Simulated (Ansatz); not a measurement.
Input file:

```yaml
crystal:
  periodic: [false, false, false]
  atoms:
    - {symbol: Ta, position_ang: [0.000000, 0.000000, 0.000000]}
    - {symbol: Cl, position_ang: [0.000000, 0.000000, 2.292200]}
basis:
  gaussian: {orbitals: def2-SVP}
total_charge: 1
magnetization: {spin_polarized: false, initial_magnetization: 5}
correlation: {method: ccsdt_q, electrons: outside_noble_gas}
```

```sh
$ ansatz run in.yaml --threads 1 --pin off --events-out ev --progress --plain --max-ram 2393MiB
```

The program prints:

```
858 factors; integrals over basis functions are off by at most 2.4e-7 eV
mean field evaluation 1: about -14022.7993 eV, gradient 1.2e1 eV
mean field evaluation 2: about -14022.8119 eV, gradient 1.2e1 eV
mean field evaluation 4: about -14023.5138 eV, gradient 1.1e0 eV
mean field evaluation 8: about -14023.5225 eV, gradient 2.5e-3 eV
mean field evaluation 16: about -14023.5230 eV, gradient 2.2e-1 eV
mean field evaluation 32: about -14023.5241 eV, gradient 2.4e-9 eV
mean field evaluation 64: about -14022.7993 eV, gradient 1.2e1 eV
mean field evaluation 96: about -14023.3638 eV, gradient 8.3e-1 eV
mean field evaluation 128: about -14023.5241 eV, gradient 2.0e-6 eV
mean field evaluation 160: about -14023.5227 eV, gradient 6.0e-1 eV
...
cycle  49  -4.74377061 eV  change   -2.2e-6 eV  update   5.8e-6
cycle  50  -4.74377264 eV  change   -2.0e-6 eV  update   4.8e-6
cycle  51  -4.74377335 eV  change   -7.1e-7 eV  update   3.9e-6
cycle  52  -4.74377385 eV  change   -5.0e-7 eV  update   3.3e-6
cycle  53  -4.74377373 eV  change    1.2e-7 eV  update   2.8e-6
cycle  54  -4.74377324 eV  change    4.9e-7 eV  update   2.2e-6
cycle  55  -4.74377288 eV  change    3.6e-7 eV  update   1.9e-6
cycle  56  -4.74377252 eV  change    3.6e-7 eV  update   1.6e-6
cycle  57  -4.74377225 eV  change    2.7e-7 eV  update   1.5e-6
cycle  58  -4.74377191 eV  change    3.4e-7 eV  update   1.3e-6
perturbative correction -0.00601589 eV, -0.0002210799 hartree
Total energy: -14028.27385811 eV, -515.5295555799 hartree
```

Ran on 1 thread of AMD EPYC, shared host: 3 min wall, 0.55 GiB peak host memory.
